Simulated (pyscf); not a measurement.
Thermochemistry of product channels of F–SiH₃ + F atom (F•) on the doublet surface, in eV, from ωB97M-D3(BJ)/def2-TZVP energies (ideal gas, 1 atm, RRHO with modes under 100 cm⁻¹ raised to 100, one conformer, R ln 2 for rigid chiral ones). Optimised with ωB97X-D3(BJ)/def2-SVP in PySCF.

| products | ΔE | ΔH(298 K) | ΔG(900 K) | ΔG(1200 K) |
|---|---|---|---|---|
| F–SiH₂• + hydrogen fluoride (HF) | -1.65 | -1.64 | -1.96 | -2.06 |
| F–SiH•–F + hydrogen (H₂) | -2.95 | -3.04 | -3.19 | -3.25 |
| silylene (SiH₂) [singlet] + fluorine (F–F) + H atom (H•) | +8.10 | +7.81 | +6.52 | +6.08 |
| F–SiH₂–F + H atom (H•) | -2.65 | -2.76 | -2.68 | -2.67 |

These are energies of the channels, which say nothing of barriers. Left out: orbital degeneracy and the spin-orbit lowering of F.
